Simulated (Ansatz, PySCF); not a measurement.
Molecule: C3H3, net charge 0, doublet state. It need not be the lowest isomer of its formula. 
Structure (B3LYP-D3(BJ)/def2-TZVP (Ansatz, a program for electronic structure) minimum search):
```xyz
6

C      0.0018     0.0071     0.8842
C      0.0467    -0.6576    -0.4096
C      0.0561     0.6501    -0.4202
H     -0.7909     0.0189     1.6308
H      0.0705    -1.5781    -0.9660
H      0.0930     1.5610    -0.9914
```
Charge 0, spin multiplicity 2.

Total electronic energies in hartree. Cores are frozen in the correlated levels unless marked. UHF or UKS for open shells. No spin-orbit coupling. Non-relativistic. Basis-set limits of correlation are two-point, X^-3; Hartree-Fock from the larger set. [CCSD(T)-MP2]/basis is that difference in the basis named.

| level | program | energy (Eh) |
|---|---|---|
| HF/cc-pVTZ | Ansatz | -115.23476 |
| revPBE-D4/def2-TZVPD | Ansatz + dftd4 | -115.97998 |
| BP86-D3(BJ)/def2-TZVPD | PySCF + dftd3 | -115.99857 |
| TPSS-D3(BJ)/def2-TZVPD | PySCF + dftd3 | -116.02687 |
| B97M-V/def2-TZVPD | Ansatz | -115.99945 |
| PBE0/STO-3G | Ansatz | -114.37210 |
| r2SCANh/def2-TZVPD | Ansatz | -115.92022 |
| LC-wPBE-D4/def2-TZVPD | Ansatz + dftd4 | -115.91466 |
| PBE-QIDH/def2-TZVPD | Ansatz | -115.82570 |
| MP2/cc-pVTZ | Ansatz | -115.68385 |
| CCSD/6-31G* | Ansatz | -115.57483 |
| CCSD(T)/cc-pVTZ | Ansatz | -115.72816 |
| RI-MP2/CBS(aug-cc-pVTZ,aug-cc-pVQZ)+[CCSD(T)-MP2]/aug-cc-pVDZ | Ansatz | -115.7867 |
| RI-MP2/CBS(cc-pVTZ,cc-pVQZ)+[CCSD(T)-MP2]/cc-pVDZ | Ansatz | -115.7842 |
| RI-MP2/CBS(cc-pVTZ,cc-pVQZ)+[CCSD(T)-MP2]/cc-pVTZ | Ansatz | -115.7852 |

Totals of different functionals don't rank their quality; only differences between species are comparable.
